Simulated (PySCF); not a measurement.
H6OSi2: core ionisation energies

Species: H6OSi2.
Z-matrix (Å and degrees, PBE0-D3(BJ)/def2-SVP geometry), rows numbered from 1:
```
Si
O   1  1.6564
Si  2  1.6563  1  146.49
H   1  1.4898  2  108.63  3   159.41
H   1  1.4938  2  110.22  3   -80.78
H   1  1.4954  2  110.27  3    39.41
H   3  1.4952  2  110.21  1   -44.30
H   3  1.4896  2  108.53  1  -164.23
H   3  1.4940  2  110.29  1    75.92
```

Computed with delta-SCF UKS SCAN, pcX-2 on the ionised atom, pcseg-1 elsewhere, spin-free X2C (PySCF). Binding energies are ΔSCF values: E(core-ionised, relaxed orbitals) − E(ground state) at a fixed geometry, referred to the vacuum level.

**Question.** List the computed XPS lines with their assignment.

**Answer.** 
```tsv
atom(s)	environment	level	binding energy (eV)	2p1/2 (eV)	count
Si1/Si3	oxygen-bound silicon	Si 2p3/2	107.67	108.30	2
Si1/Si3	oxygen-bound silicon	Si 1s	1847.60	–	2
O2	siloxane oxygen	O 1s	538.03	–	1
```

**Question.** What is the longest wavelength that can ionise Si 1s of Si1/Si3 vertically?

**Answer.** λ = hc/E = 12398.42 eV Å / 1847.60 eV = 6.711 Å.

**Question.** Give the binding energy of Si 1s of Si1/Si3 in hartree and in kJ/mol.

**Answer.** 1847.60 eV = 67.8980 Eh = 178266 kJ/mol.

The first atom of each set that the bonding makes equivalent was ionised and stands for the set. The 2p values add to the ΔSCF energy of one spin-free hole a correction within the shell (spin–orbit coupling, ligand field). 2p1/2 minus 2p3/2 (ligand field included): Si 0.63 eV. Isolated species at its PBE0-D3(BJ)/def2-SVP geometry, gas phase.

On one thread, Arm Neoverse V2, shared host, this took 9.3 s of wall time.
